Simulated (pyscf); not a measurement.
Structures and frequencies: ωB97X-D3(BJ)/def2-SVP in PySCF. Correlated levels are frozen-core, on RHF or UHF. ΔMP2 is the change of the MP2 total energy from the triple- to the quadruple-zeta basis.

**Question.** Estimate the classical barrier height and the reaction energy of C⁻≡N⁺–CH₃ -> H₃C–C≡N at CCSD(T)/def2-TZVPP + ΔMP2(QZVPP). The step runs on the singlet surface, breaks C–N and forms C–C; take the reactant's lowest minimum found as zero.

**Answer.** ΔE‡ = 40.0 kcal/mol, ΔE = -24.2 kcal/mol. Zero-point energy shifts the barrier by -1.7 kcal/mol. It is a group migration, with an imaginary mode of 447i cm⁻¹. One saddle was located; it need not be the lowest between these sides. The CCSD(T) − MP2 part came from Ansatz, without density fitting, on the same reference.
